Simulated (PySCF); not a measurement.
## Molecular orbitals of NaSi

PBE at R = 2.713 Å; PySCF, no relativity, basis sets Na def2-SVPD, Si def2-SVPD. State: ⁴Σ⁻ (quartet), unpaired electrons σ ↑, π ↑↑. Only the outer orbitals are listed, counted within each symmetry.

```csv
spin,orbital,occ.,ε (eV),on Na (%),main shells (%)
α,5σ,1,-57.35,100,100 Na s
α,6σ,1,-29.53,99,99 Na p
α,2π,1,-29.53,100,100 Na p
α,2π,1,-29.53,100,100 Na p
α,7σ,1,-9.84,3,97 Si s
α,8σ,1,-4.13,32,"66 Si p, 31 Na s"
α,3π,1,-3.42,10,"90 Si p, 9 Na p"
α,3π,1,-3.42,10,"90 Si p, 9 Na p"
α,9σ,0,-2.21,78,"52 Na s, 26 Na p, 18 Si p"
α,4π,0,-0.52,90,89 Na p
α,4π,0,-0.52,90,89 Na p
β,5σ,1,-57.30,100,100 Na s
β,6σ,1,-29.47,99,99 Na p
β,2π,1,-29.47,100,100 Na p
β,2π,1,-29.47,100,100 Na p
β,7σ,1,-7.93,4,96 Si s
β,8σ,0,-2.67,59,"58 Na s, 39 Si p"
β,3π,0,-1.53,22,"78 Si p, 21 Na p"
β,3π,0,-1.53,22,"78 Si p, 21 Na p"
```

**Question.** Which are the highest filled and the lowest empty level, where do they sit, and how wide is the gap?

**Answer.** Highest filled α 3π at -3.42 eV (in %: 90 Si p, 9 Na p); lowest empty β 8σ at -2.67 eV (in %: 58 Na s, 39 Si p); the gap at PBE is 0.75 eV.

```json
{
 "bond order (Mayer)": "0.92",
 "⟨S²⟩": "3.751",
 "charge on Na (Mulliken, basis-dependent)": "0.42",
 "charge on Na (Löwdin, basis-dependent)": "0.17",
 "dipole moment (positive dipole means Na(−)Si(+))": "-6.43 D",
 "polarisability along the bond": "146.5 bohr³",
 "polarisability across the bond": "85.2 bohr³"
}
```

The state was picked by a PBE0 search and need not be the measured ground state.
